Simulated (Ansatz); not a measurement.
# C2H4B with multiplicity 2: molecular dynamics

Purpose: to follow the molecule's vibrations and see whether its bonds hold. The start is relaxed first. Runs: 300 steps of 1 fs at constant energy, with velocities drawn for 1000 K. SMILES of the start: B1[CH]C1.

Method: UKS PBE-D4/def2-SVP, in Ansatz 0.2.0.

### Step 1. The structure to begin with

Bond lengths: B1–C2 1.440 Å, B1–C3 1.607 Å, C2–C3 1.469 Å, B1–H4 1.152 Å, C2–H5 1.070 Å, C3–H6 1.088 Å, C3–H7 1.088 Å. Angles: B1–C2–C3 67.1°, B1–C2–H5 151.9°, C3–C2–H5 129.5°, C2–B1–C3 57.3°, C2–B1–H4 157.0°, C3–B1–H4 144.3°, B1–C3–C2 55.6°, B1–C3–H6 111.0°, B1–C3–H7 132.7°, C2–C3–H6 120.9°, C2–C3–H7 117.7°, H6–C3–H7 110.0°.

Structure file:

```xyz
7

B    -0.9133   -0.2053   -0.4083
C     0.3376    0.4297   -0.7340
C     0.3031   -0.0968    0.6364
H    -2.0285   -0.4698   -0.5202
H     1.1745    0.5898   -1.3807
H     0.0404    0.5452    1.4750
H     1.0861   -0.7928    0.9318
```

### Step 2. Relaxing the start

input.yaml

```yaml
crystal:
  periodic: [false, false, false]
  atoms:
    - { symbol: B, position_ang: [-0.91329, -0.20527, -0.40825] }
    - { symbol: C, position_ang: [0.33762, 0.42972, -0.73404] }
    - { symbol: C, position_ang: [0.30312, -0.0968, 0.63642] }
    - { symbol: H, position_ang: [-2.02853, -0.46983, -0.52015] }
    - { symbol: H, position_ang: [1.17453, 0.58978, -1.38075] }
    - { symbol: H, position_ang: [0.04042, 0.54522, 1.47501] }
    - { symbol: H, position_ang: [1.08611, -0.79283, 0.93176] }
magnetization:
  spin_polarized: true
  initial_magnetization: 1
basis:
  gaussian: { orbitals: def2-SVP }
hamiltonian:
  xc: pbe
  dispersion: d4
relax:
  f_tol: 0.02
  max_steps: 40
```

On the command line:

```console
ansatz run input.yaml --threads 1 --pin off --max-ram 2048MiB --backend cpu --events-out ev --progress --plain --runs-dir out
```

The log of the run, cut to the lines that bear on the results:

```text
Warning: RAYON_NUM_THREADS=1 ignored (pool sized by the plan → 1); use --threads N
[...]
Functional definition: PBE
[...]
702 factors; their error is unknown
[...]
mean field -2805.87169742 eV, -103.1138829920 hartree, gradient 7.2e-5 eV, S^2 0.754399; 0 other end points of the search recorded, 0 dependent functions left out
[...]
reference -2805.87172712 eV, -103.1138840837 hartree; 11, 10 occupied and 51, 52 virtual orbitals, 702 factors
relax step   1: F+E_penalty+E_count = -2805.95649852 eV  Δ(F+E_penalty+E_count) = +0.000e0 eV  max|allowed force component| = 1.306e0 eV/Å  Δτ_max = 0.0000 Å  (28 SCF iters, accepted)
[...]
relax step   6: F+E_penalty+E_count = -2806.05408901 eV  Δ(F+E_penalty+E_count) = -2.680e-4 eV  max|allowed force component| = 9.365e-2 eV/Å  Δτ_max = 0.0070 Å  (25 SCF iters, accepted)
[...]
relax step   7: F+E_penalty+E_count = -2806.05436514 eV  Δ(F+E_penalty+E_count) = -2.761e-4 eV  max|allowed force component| = 1.911e-2 eV/Å  Δτ_max = 0.0068 Å  (27 SCF iters, accepted)
702 factors; their error is unknown
[...]
mean field -2805.96983544 eV, -103.1174894977 hartree, gradient 2.3e-5 eV, S^2 0.754196; 1 other end points of the search recorded, 0 dependent functions left out
[...]
reference -2805.96986523 eV, -103.1174905924 hartree; 11, 10 occupied and 51, 52 virtual orbitals, 702 factors
Total energy: -2806.05439493 eV, -103.1205970016 hartree
Atom 0 at    -0.910701    -0.160528    -0.410952 Å, force    -0.008783     0.000187     0.001527 eV/Å
Atom 1 at     0.362234     0.444975    -0.737336 Å, force     0.002355     0.003701     0.019112 eV/Å
Atom 2 at     0.347609    -0.086929     0.628526 Å, force     0.001102    -0.002299     0.000259 eV/Å
Atom 3 at    -2.066213    -0.478290    -0.496066 Å, force     0.005352    -0.001527    -0.004702 eV/Å
Atom 4 at     1.189294     0.579870    -1.447240 Å, force    -0.001439    -0.003225    -0.006779 eV/Å
Atom 5 at    -0.043865     0.506197     1.490709 Å, force    -0.000393     0.005082    -0.005532 eV/Å
Atom 6 at     1.121623    -0.805304     0.972359 Å, force     0.001806    -0.001919    -0.003884 eV/Å
Dipole moment:     0.146914    -0.020827     0.090764 e Å
```

Run time: 10 s. Hardware: 1 thread of INTEL XEON PLATINUM 8581C at 2.10GHz (Emerald Rapids), shared host; peak memory 0.14 GiB.

Relaxation path:

```tsv
step	energy from step 1 (eV)	largest force component (eV/Å)
1	0.0000	1.3063
2	-0.0858	0.3487
3	-0.0941	0.1566
4	-0.0942	0.3624
5	-0.0973	0.1252
6	-0.0976	0.0937
7	-0.0979	0.0191
```

Step 1 is the start.

After: Bond lengths: B1–C2 1.447 Å, B1–C3 1.634 Å, C2–C3 1.466 Å, B1–H4 1.201 Å, C2–H5 1.098 Å, C3–H6 1.117 Å, C3–H7 1.111 Å. Angles: B1–C2–C3 68.2°, B1–C2–H5 149.3°, C3–C2–H5 130.9°, C2–B1–C3 56.4°, C2–B1–H4 160.2°, C3–B1–H4 142.9°, B1–C3–C2 55.3°, B1–C3–H6 104.2°, B1–C3–H7 134.8°, C2–C3–H6 122.0°, C2–C3–H7 121.1°, H6–C3–H7 110.4°.

### Step 3. The run

300 steps of 1 fs at constant energy, with velocities drawn for 1000 K, from the relaxed start.

input.yaml

```yaml
crystal:
  periodic: [false, false, false]
  atoms:
    - { symbol: B, position_ang: [-0.910701, -0.160528, -0.410952] }
    - { symbol: C, position_ang: [0.362234, 0.444975, -0.737336] }
    - { symbol: C, position_ang: [0.347609, -0.086929, 0.628526] }
    - { symbol: H, position_ang: [-2.066213, -0.47829, -0.496066] }
    - { symbol: H, position_ang: [1.189294, 0.57987, -1.44724] }
    - { symbol: H, position_ang: [-0.043865, 0.506197, 1.490709] }
    - { symbol: H, position_ang: [1.121623, -0.805304, 0.972359] }
magnetization:
  spin_polarized: true
  initial_magnetization: 1
basis:
  gaussian: { orbitals: def2-SVP }
hamiltonian:
  xc: pbe
  dispersion: d4
md:
  timestep: 1.0
  n_steps: 300
  ensemble: nve
  temperature: 1000.0
  initial_velocities: maxwell_boltzmann
  seed: 643766
```

On the command line:

```console
ansatz run input.yaml --threads 1 --pin off --max-ram 2048MiB --backend cpu --events-out ev --progress --plain --runs-dir out
```

The log of the run, cut to the lines that bear on the results:

```text
Warning: RAYON_NUM_THREADS=1 ignored (pool sized by the plan → 1); use --threads N
[...]
Functional definition: PBE
[...]
702 factors; their error is unknown
[...]
mean field -2805.96983449 eV, -103.1174894629 hartree, gradient 8.3e-5 eV, S^2 0.754196; 0 other end points of the search recorded, 0 dependent functions left out
[...]
reference -2805.96986423 eV, -103.1174905557 hartree; 11, 10 occupied and 51, 52 virtual orbitals, 702 factors
md step     0: t =     0.00 fs  T =  1000.0 K  F+E_penalty+E_count = -2806.05436419 eV  E_kin = 0.646300 eV  conserved = -2805.40806420 eV  (28 SCF iters)
[...]
md step    18: t =    18.00 fs  T =   517.2 K  F+E_penalty+E_count = -2805.73532064 eV  E_kin = 0.334279 eV  conserved = -2805.40104160 eV  (32 SCF iters, 3 dispersion substeps)
[...]
md step    36: t =    36.00 fs  T =   587.2 K  F+E_penalty+E_count = -2805.77376443 eV  E_kin = 0.379497 eV  conserved = -2805.39426711 eV  (30 SCF iters, 3 dispersion substeps)
[...]
md step    54: t =    54.00 fs  T =   253.8 K  F+E_penalty+E_count = -2805.55522678 eV  E_kin = 0.164024 eV  conserved = -2805.39120277 eV  (32 SCF iters, 3 dispersion substeps)
[...]
md step    71: t =    71.00 fs  T =   487.2 K  F+E_penalty+E_count = -2805.70895927 eV  E_kin = 0.314860 eV  conserved = -2805.39409887 eV  (33 SCF iters, 3 dispersion substeps)
md step    72: t =    72.00 fs  T =   620.5 K  F+E_penalty+E_count = -2805.80054040 eV  E_kin = 0.401024 eV  conserved = -2805.39951639 eV  (33 SCF iters, 3 dispersion substeps)
```

### Step 4. The log goes on: dynamics from the start

The log, continued, cut to the lines that bear on the results:

```text
md step    73: t =    73.00 fs  T =   720.1 K  F+E_penalty+E_count = -2805.86995519 eV  E_kin = 0.465398 eV  conserved = -2805.40455688 eV  (33 SCF iters, 3 dispersion substeps)
[...]
md step    96: t =    96.00 fs  T =   664.0 K  F+E_penalty+E_count = -2805.82812257 eV  E_kin = 0.429148 eV  conserved = -2805.39897456 eV  (32 SCF iters, 3 dispersion substeps)
[...]
md step   119: t =   119.00 fs  T =   494.2 K  F+E_penalty+E_count = -2805.71638447 eV  E_kin = 0.319369 eV  conserved = -2805.39701530 eV  (32 SCF iters, 3 dispersion substeps)
[...]
md step   142: t =   142.00 fs  T =   300.6 K  F+E_penalty+E_count = -2805.58604243 eV  E_kin = 0.194259 eV  conserved = -2805.39178321 eV  (33 SCF iters, 3 dispersion substeps)
[...]
md step   163: t =   163.00 fs  T =   659.8 K  F+E_penalty+E_count = -2805.82851441 eV  E_kin = 0.426448 eV  conserved = -2805.40206685 eV  (30 SCF iters, 3 dispersion substeps)
md step   164: t =   164.00 fs  T =   458.8 K  F+E_penalty+E_count = -2805.68773319 eV  E_kin = 0.296530 eV  conserved = -2805.39120313 eV  (31 SCF iters, 3 dispersion substeps)
```

### Step 5. The output, continued: dynamics from the start

Output, continued, cut to the lines that bear on the results:

```text
md step   165: t =   165.00 fs  T =   407.9 K  F+E_penalty+E_count = -2805.65618042 eV  E_kin = 0.263601 eV  conserved = -2805.39257936 eV  (31 SCF iters, 3 dispersion substeps)
[...]
md step   183: t =   183.00 fs  T =   568.2 K  F+E_penalty+E_count = -2805.76607174 eV  E_kin = 0.367222 eV  conserved = -2805.39884943 eV  (33 SCF iters, 3 dispersion substeps)
[...]
md step   201: t =   201.00 fs  T =   355.7 K  F+E_penalty+E_count = -2805.62680879 eV  E_kin = 0.229867 eV  conserved = -2805.39694139 eV  (32 SCF iters, 3 dispersion substeps)
[...]
md step   219: t =   219.00 fs  T =   520.2 K  F+E_penalty+E_count = -2805.73605549 eV  E_kin = 0.336194 eV  conserved = -2805.39986109 eV  (32 SCF iters, 3 dispersion substeps)
[...]
md step   300: t =   300.00 fs  T =   479.6 K  F+E_penalty+E_count = -2805.71220162 eV  E_kin = 0.309971 eV  conserved = -2805.40223074 eV  (30 SCF iters, 3 dispersion substeps)
Total energy: -2805.71223112 eV, -103.1080227137 hartree
Atom 0 at    -0.919104    -0.158023    -0.399280 Å, force    -0.067837     0.287957    -0.098086 eV/Å
Atom 1 at     0.394514     0.395951    -0.777442 Å, force    -0.867568     0.315385     0.364594 eV/Å
Atom 2 at     0.341798    -0.099034     0.639590 Å, force    -0.677310     0.622227    -1.521725 eV/Å
Atom 3 at    -2.193988    -0.215828    -0.274562 Å, force     1.572980    -0.122952    -0.344158 eV/Å
Atom 4 at     1.198028     0.877711    -1.410259 Å, force    -0.664610    -0.711424     0.515712 eV/Å
Atom 5 at    -0.230678     0.465582     1.397490 Å, force     0.199367     0.300201     0.570940 eV/Å
Atom 6 at     1.202206    -0.623463     1.027972 Å, force     0.504978    -0.691394     0.512722 eV/Å
Dipole moment:     0.142393     0.036047     0.119109 e Å
```

Wall time 6.1 min (1 thread of INTEL XEON PLATINUM 8581C at 2.10GHz (Emerald Rapids), shared host); peak memory 0.13 GiB.

### Step 6. What the atoms did

The trajectory, every 16 steps (energies from step 0):

```tsv
time (fs)	T (K)	potential energy change (meV/atom)	total energy change (meV/atom)
0.0	1000	0.0	0.00
16.0	504	47.1	1.32
32.0	524	45.3	1.36
48.0	349	62.2	2.11
64.0	584	40.4	2.02
80.0	245	71.5	1.79
96.0	664	32.3	1.30
112.0	537	43.6	0.87
128.0	472	49.9	1.19
144.0	497	47.1	0.62
160.0	589	39.8	1.86
176.0	390	58.5	2.14
192.0	500	47.9	1.75
208.0	403	57.3	2.20
224.0	577	40.3	1.17
240.0	309	64.8	0.93
256.0	696	28.2	0.20
272.0	424	54.6	1.39
288.0	590	39.3	1.42
300.0	480	48.9	0.83
```

time (fs), T (K) and a bar:
```
      0.0       1000 ##############################
     13.0        466 ######
     26.0        439 #####
     39.0        733 ##################
     52.0        445 #####
     65.0        488 #######
     78.0        402 ###
     91.0        407 ####
    104.0        328 
    117.0        401 ###
    130.0        477 #######
    143.0        399 ###
    157.0        552 ##########
    170.0        379 ##
    183.0        568 ###########
    196.0        707 #################
    209.0        441 #####
    222.0        585 ############
    235.0        490 #######
    248.0        589 ############
    261.0        597 ############
    274.0        469 ######
    287.0        649 ##############
    300.0        480 #######
```

Maxima of the velocity power spectrum (cm⁻¹, relative height; resolution about 220 cm⁻¹): 530 (100), 920 (85), 1360 (81), 2700 (45), 3000 (93).

### Step 7. Frames from the trajectory

Extended XYZ, with forces in eV/Å:

```xyz
7
time_fs=38.0 T=727 dE=0.1834
B    -0.903   -0.173   -0.412   -0.353    0.169    0.024
C     0.368    0.415   -0.739    0.328    0.615   -1.015
C     0.327   -0.079    0.635    2.003   -1.331    0.236
H    -2.103   -0.269   -0.516    0.155   -0.279    0.097
H     1.149    0.708   -1.495   -0.372   -0.300    0.783
H    -0.014    0.482    1.523   -0.133    0.342    0.264
H     1.264   -0.735    0.964   -1.628    0.784   -0.390
7
time_fs=75.0 T=541 dE=0.3088
B    -0.921   -0.175   -0.402    0.555    0.728    0.155
C     0.380    0.479   -0.738   -1.679   -0.896    1.125
C     0.350   -0.084    0.649   -1.698    2.470   -0.652
H    -2.032   -0.579   -0.693    0.277    0.065    0.256
H     1.007    0.321   -1.599    0.989    0.070   -0.406
H     0.101    0.650    1.533    0.168   -1.037   -1.185
H     0.989   -0.868    0.945    1.388   -1.400    0.708
7
time_fs=112.0 T=537 dE=0.3055
B    -0.881   -0.164   -0.444   -1.389   -0.314    0.938
C     0.346    0.414   -0.757    2.167    0.821   -0.486
C     0.353   -0.092    0.648    0.711   -0.270    0.281
H    -2.043   -0.197   -0.222   -0.518   -0.359   -0.303
H     1.105    0.781   -1.506   -0.383   -0.532    0.777
H    -0.195    0.479    1.456    0.282   -0.231   -0.259
H     1.151   -0.779    1.145   -0.871    0.885   -0.948
7
time_fs=150.0 T=491 dE=0.3356
B    -0.921   -0.151   -0.377    0.656   -0.239    0.119
C     0.402    0.470   -0.761   -1.931   -0.812    1.287
C     0.317   -0.091    0.659    0.212   -1.133   -2.123
H    -1.960   -0.745   -0.697    0.476    0.606    0.268
H     1.007    0.594   -1.650    0.926    0.117   -0.134
H     0.244    0.616    1.478   -0.092    0.648    0.715
H     0.913   -1.020    0.951   -0.246    0.812   -0.132
7
time_fs=188.0 T=491 dE=0.3350
B    -0.879   -0.129   -0.453   -3.701   -1.373    0.966
C     0.347    0.408   -0.730    1.701    1.311   -0.878
C     0.353   -0.084    0.649   -0.706    0.939    0.135
H    -2.080   -0.392   -0.371    0.733    0.064   -0.184
H     1.023    0.567   -1.580    0.552    0.045    0.507
H    -0.139    0.343    1.588    0.166    0.202   -0.906
H     1.175   -0.662    0.996    1.255   -1.188    0.360
7
time_fs=225.0 T=456 dE=0.3639
B    -0.889   -0.169   -0.372   -0.736   -0.105   -0.664
C     0.392    0.423   -0.801   -1.012   -0.338    1.122
C     0.287   -0.086    0.675    2.353   -0.746   -1.296
H    -2.121   -0.349   -0.587    1.153    0.101    0.377
H     1.137    0.733   -1.560    0.062   -0.116    0.563
H     0.075    0.552    1.564    0.154    0.065   -0.017
H     1.234   -0.805    0.884   -1.974    1.140   -0.085
7
time_fs=262.0 T=662 dE=0.2210
B    -0.898   -0.109   -0.403   -2.302   -1.409    0.134
C     0.343    0.437   -0.749    1.755    0.358    0.465
C     0.349   -0.089    0.657    0.815    0.103   -0.726
H    -1.954   -0.633   -0.712    0.099    0.357    0.375
H     1.054    0.326   -1.583    0.249    0.190    0.284
H     0.052    0.516    1.546   -0.180    0.130   -0.203
H     1.124   -0.839    0.993   -0.436    0.269   -0.329
7
time_fs=300.0 T=480 dE=0.3422
B    -0.919   -0.158   -0.399   -0.068    0.288   -0.098
C     0.395    0.396   -0.777   -0.868    0.315    0.365
C     0.342   -0.099    0.640   -0.677    0.622   -1.522
H    -2.194   -0.216   -0.275    1.573   -0.123   -0.344
H     1.198    0.878   -1.410   -0.665   -0.711    0.516
H    -0.231    0.466    1.397    0.199    0.300    0.571
H     1.202   -0.624    1.028    0.505   -0.691    0.513
```

### Step 8. What came out

| quantity | value |
| --- | --- |
| relaxation of the start | 6 moves, 0.098 eV lower |
| length | 300 steps of 1 fs |
| temperature, first and last step | 1000 and 480 K |
| temperature, second half | mean 500 K, from 148 to 858 K |
| potential energy, second half | +48 meV/atom from the start |
| largest change of the total energy | 2.82 meV/atom |
| bonds formed or broken | 0 |

In words: The temperature starts at 1000 K and averages 500 K in the second half, where it ranges from 148 to 858 K. About half is expected from a start at a minimum: kinetic energy passes into potential energy until both shares match. The total energy strays from its start by at most 2.82 meV/atom, 6.1 % of the mean kinetic energy, which is poor: the step of 1 fs is too long for the fastest motion. The bonds all hold. A run of 300 fs with 7 atoms shows the motion but fixes no equilibrium value. The nuclei move classically, without zero-point motion, which matters most for hydrogen.
